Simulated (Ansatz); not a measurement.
```yaml
crystal:
  periodic: [false, false, false]
  atoms:
    - {symbol: Cr, position_ang: [0.000000, 0.000000, 0.000000]}
    - {symbol: Cl, position_ang: [0.000000, 0.000000, 2.410000]}
basis:
  gaussian: {orbitals: def2-TZVP}
magnetization: {spin_polarized: true, initial_magnetization: 3}
hamiltonian: {xc: pbe0}
relax: {f_tol: 0.004, max_steps: 80}
```

```sh
$ ansatz run in.yaml --threads 1 --pin off --events-out ev --progress --plain --max-ram 2176MiB
```

Steps of the relaxation (energy above the last step; positions in Å, forces in eV/Å):

```
2
step 1, 290.4 meV
Cr    0.000    0.000    0.000    0.000    0.000    2.034
Cl    0.000    0.000    2.410    0.000    0.000   -2.034
```

```
2
step 2, 0.5 meV
Cr    0.000    0.000    0.116    0.000    0.000    0.113
Cl    0.000    0.000    2.294    0.000    0.000   -0.113
```

```
2
step 3, 0.0 meV
Cr    0.000    0.000    0.121    0.000    0.000   -0.026
Cl    0.000    0.000    2.289    0.000    0.000    0.026
```

```
2
step 4, 0.0 meV
Cr    0.000    0.000    0.120    0.000    0.000    0.000
Cl    0.000    0.000    2.290    0.000    0.000    0.000
```

Close pairs at the end: Cr1–Cl2 2.170 Å.

A stationary point of unrestricted PBE0 after 4 steps, with ⟨S²⟩ = 4.756 against 3.75 for a pure state. 23 s on 1 thread of Intel Xeon 6975P-C, shared host.
